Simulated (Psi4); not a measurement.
**UMP2/6-311+G(d,p) (density fitting with cc-pvqz-jkfit, density fitting for correlation, sweep point 5) run of BH2O (SMILES B[O])**

Aim: the vertical ionisation energy of BH2O at UMP2/6-311+G** (density fitting with cc-pvqz-jkfit, density fitting for correlation, sweep point 5), from 2 runs. Input form: a Python script.

The results are computed with Psi4 1.11.

2 further runs of the same task are left out: 2 set aside as unsound or not needed.

## 1. Starting point

BH2O has 4 atoms, charge 0, and is taken as a doublet. As SMILES, `B[O]`. The shape is that of a PBE0-D4/def2-TZVP optimisation.

Bond lengths: B1–O2 1.281 Å, B1–H3 1.211 Å, B1–H4 1.211 Å. Angles: O2–B1–H3 119.9°, O2–B1–H4 119.9°, H3–B1–H4 120.2°.

## 2. The energy at UMP2/6-311+G(d,p) (density fitting with cc-pvqz-jkfit, density fitting for correlation, sweep point 5)

The input, calc.py:

```python
import psi4

psi4.set_memory('1600 MB')
psi4.set_num_threads(1)
psi4.core.set_output_file('bh2o.out', False)

m = psi4.geometry("""
0 2
B     -0.001100    -0.010300    -0.015100
O      1.025300    -0.340800     0.676900
H     -1.052600    -0.587700     0.151600
H      0.083900     0.878500    -0.833600
symmetry c1
""")

psi4.set_options({
    'basis': '6-311+G**',
    'reference': 'uhf',
    'puream': True,
    'scf_type': 'df',
    'num_frozen_docc': 2,
    'df_basis_scf': 'cc-pvqz-jkfit',
    'maxiter': 100,
})

energy_value = psi4.energy('mp2')
print(f'total energy {energy_value:.8f} hartree = {energy_value * 27.211386:.5f} eV')
```

Launch:

```
$ python calc.py
```

bh2o.out:

```text
[...]
  Running in c1 symmetry.
[...]
  Nuclear repulsion =   25.066185915136671
[...]
  Multiplicity = 2
[...]
  Nalpha       = 8
  Nbeta        = 7
[...]
    Number of basis functions: 56
[...]
   @DF-UHF iter   1:  -100.55416361602489   -8.88035e-01   8.85169e-03 DIIS/ADIIS
[...]
   @DF-UHF iter  15:  -100.72920669626244   -4.39115e-12   6.23810e-09 DIIS
[...]
   @S^2 Observed:                7.682073235E-01
[...]
    Orbital Energies [Eh]
    ---------------------
    Alpha Occupied:
       1A    -20.653900     2A     -7.628654     3A     -1.433988
       4A     -0.738398     5A     -0.719089     6A     -0.616918
       7A     -0.604804     8A     -0.482886
    Alpha Virtual:
       9A      0.058254    10A      0.064787    11A      0.074728
      12A      0.077505    13A      0.159825    14A      0.234470
      15A      0.263050    16A      0.271019    17A      0.288329
      18A      0.311690    19A      0.316969    20A      0.359752
      21A      0.489372    22A      0.540329    23A      0.547023
      24A      0.692917    25A      0.726146    26A      0.884552
[...]
  @DF-UHF Final Energy:  -100.72920669626244
   => Energetics <=
    Nuclear Repulsion Energy =             25.0661859151366713
    One-Electron Energy =                -186.8257319541531274
    Two-Electron Energy =                  61.0303393427540328
    Total Energy =                       -100.7292066962624375
  UHF NO Occupations:
  HONO-2 :    6  A 1.9972253
  HONO-1 :    7  A 1.9962022
[...]
 Multipole Moments:
 ------------------------------------------------------------------------------------
     Multipole            Electronic (a.u.)      Nuclear  (a.u.)        Total (a.u.)
 ------------------------------------------------------------------------------------
 L = 1.  Multiply by 2.5417464519 to convert [e a0] to [Debye]
 Dipole X            :          1.0593443           -1.3939566           -0.3346123
 Dipole Y            :         -0.3413600            0.4490229            0.1076629
 Dipole Z            :          0.7144579           -0.9399742           -0.2255164
 Magnitude           :                                                    0.4176294
[...]
```

On the terminal:

```text
total energy -100.97998362 hartree = -2747.80531 eV
```

Wall time 2.6 s (1 thread of Intel Xeon Platinum 8259CL at 2.50GHz (Skylake/Cascade Lake), shared host); peak memory 0.2 GiB.

## 3. The singlet cation at the same level

The input, calc.py:

```python
import psi4

psi4.set_memory(1600000000)
psi4.set_num_threads(1)
psi4.set_output_file('output.dat', False)

molecule = psi4.geometry("""
1 1
B     -0.001100    -0.010300    -0.015100
O      1.025300    -0.340800     0.676900
H     -1.052600    -0.587700     0.151600
H      0.083900     0.878500    -0.833600
symmetry c1
""")

psi4.set_options({
    'basis': '6-311+G**',
    'reference': 'rhf',
    'puream': True,
    'scf_type': 'df',
    'num_frozen_docc': 2,
    'df_basis_scf': 'cc-pvqz-jkfit',
})

energy_value, wavefunction = psi4.energy("mp2", return_wfn=True)
print(f'mp2 energy: {energy_value:.10f} Eh')
```

Launch:

```
$ python calc.py
```

output.dat:

```text
[...]
  Running in c1 symmetry.
[...]
  Nuclear repulsion =   25.066185915136671
[...]
  Multiplicity = 1
[...]
  Nalpha       = 7
  Nbeta        = 7
[...]
    Number of basis functions: 56
[...]
   @DF-RHF iter   1:  -100.09555877334317   -4.29431e-01   7.55520e-03 DIIS/ADIIS
[...]
   @DF-RHF iter  11:  -100.25334855821373   -2.07478e-12   8.43802e-09 DIIS
[...]
    Orbital Energies [Eh]
    ---------------------
    Doubly Occupied:
       1A    -21.075525     2A     -7.970150     3A     -1.732481
       4A     -1.079868     5A     -0.960959     6A     -0.927736
       7A     -0.868928
[...]
  @DF-RHF Final Energy:  -100.25334855821373
   => Energetics <=
    Nuclear Repulsion Energy =             25.0661859151366713
    One-Electron Energy =                -181.4077755617022945
    Two-Electron Energy =                  56.0882410883519071
    Total Energy =                       -100.2533485582137303
[...]
 Multipole Moments:
 ------------------------------------------------------------------------------------
     Multipole            Electronic (a.u.)      Nuclear  (a.u.)        Total (a.u.)
 ------------------------------------------------------------------------------------
 L = 1.  Multiply by 2.5417464519 to convert [e a0] to [Debye]
 Dipole X            :          0.3747178           -1.3939566           -1.0192389
 Dipole Y            :         -0.1206894            0.4490229            0.3283336
 Dipole Z            :          0.2526686           -0.9399742           -0.6873056
 Magnitude           :                                                    1.2724150
[...]
```

Standard output:

```text
mp2 energy: -100.5296387882 Eh
```

Wall time 2.5 s (1 thread of Intel Xeon Platinum 8259CL at 2.50GHz (Skylake/Cascade Lake), shared host); peak memory 0.2 GiB.

## 4. Results

At UMP2/6-311+G** (density fitting with cc-pvqz-jkfit, density fitting for correlation, sweep point 5), 2 core orbitals frozen:

| quantity | value |
| --- | --- |
| doublet BH2O: total energy | -100.97998 Eh |
| doublet BH2O: HOMO energy (Hartree–Fock orbitals) (highest over α and β) | -13.14 eV |
| doublet BH2O: LUMO energy (Hartree–Fock orbitals) (lowest over α and β) | 1.37 eV |
| doublet BH2O: correlation energy (2 core orbitals frozen) | -250.8 mEh |
| doublet BH2O: ⟨S²⟩ of the reference determinant | 0.768 |
| singlet cation: total energy | -100.52964 Eh |
| singlet cation: HOMO energy (Hartree–Fock orbitals) | -23.64 eV |
| singlet cation: LUMO energy (Hartree–Fock orbitals) | -10.74 eV |
| singlet cation: HOMO–LUMO gap (Hartree–Fock orbitals) | 12.90 eV |
| singlet cation: correlation energy (2 core orbitals frozen) | -276.3 mEh |
| vertical ionisation energy (to the singlet cation) | 12.255 eV |

In words: The vertical ionisation energy comes to 12.25 eV (1182 kJ/mol). Only the singlet of the ionised species was computed; a triplet could lie lower.
